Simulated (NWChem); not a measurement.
**Ionisation of F (-1)**

```
F
```
Charge -1, spin multiplicity 1.

Program: NWChem.

Basis set: def2-TZVPD. −ε marks an orbital energy of the parent.

B3LYP has NWChem's definition, with VWN1-RPA local correlation.

Problem. For the first vertical ionisation energy, −ε(HOMO) of HF gives 4.93 eV and −ε(HOMO) of B3LYP gives 0.00 eV. What do −ε(HOMO) of BHandHLYP, −ε(HOMO) of BP86, −ε(HOMO) of PBE give?

Solution. −ε(HOMO) of BHandHLYP: 1.97 eV; −ε(HOMO) of BP86: -1.35 eV; −ε(HOMO) of PBE: -1.48 eV.
